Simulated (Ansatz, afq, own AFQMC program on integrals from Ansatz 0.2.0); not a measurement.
AlSiH, triplet in cc-pVDZ, levels against CCSDTQ

| atom | x (Å) | y (Å) | z (Å) |
| --- | --- | --- | --- |
| Si | 0.0000 | -0.0660 | 1.2777 |
| Al | 0.0000 | 0.0144 | -1.3676 |
| H | 0.0000 | 1.4550 | 1.0066 |

Connectivity, by distances: SiH–Al.

Basis cc-pVDZ. Only valence electrons are correlated. Integrals, coupled cluster, full CI and functionals: Ansatz 0.2.0; the random walks run on the same integrals in our own AFQMC program. The CISD trial takes its coefficients from CCSD amplitudes. Released means that phaseless walkers are propagated on without the constraint, phases kept. Error bars are statistical, one sigma.

Determinant: UHF, the one that the program's search chose, which needn't be the lowest solution. The geometry is a PBE0/def2-TZVP stationary point of this or a neighbouring charge and spin state.

No full CI on the walks' own integrals is used here; CCSDTQ serves as the reference and is uncertain by about the last step of the cluster series.

Cautions: unrestricted determinant slightly spin contaminated (⟨S²⟩ 2.06 against 2.00); the released energies are still falling, so no released level is given (meV from the phaseless value at times in 1/Eh: -3 ± 3 at 0.24, -8 ± 4 at 0.51, -10.9 ± 2.1 at 0.99, -12.8 ± 1.7 at 1.62, -15 ± 3 at 2.40).

```
T1 diagnostic                               : 0.0371
weight of the determinant in the CISD state : 0.847
⟨S²⟩ of the determinant                     : 2.056
size of the correlated space                : 8 electrons in 31 orbitals
```

```
  level  correlation energy (eV)
    MP2                  -3.0997
   CCSD                  -4.0825
CCSD(T)                  -4.2444
```

Question: Estimate where phaseless AFQMC with a CISD trial lies against CCSD(T) on the same integrals.

Answer: 34.8 ± 3.7 meV below CCSD(T).

Reference: CCSDTQ, correlation energy -4.305 eV.

```tsv
level	E − E(reference) (meV)	share of correlation (%)
CCSD(T)	60.5	98.60
CCSDT	12.4	99.71
CCSDT(Q)	0.2	99.99
ph-AFQMC/CISD	25.7 ± 3.7	99.40
```

CCSDT and higher add their correlation energy to the determinant of the CCSD(T) run, since their own runs factorise the integrals more tightly (a shift of under 2 meV). A walk keeps the symmetry of its determinant, which the program's search chose and which needn't be the lowest solution, so a lower state of the same spin and another symmetry isn't excluded.
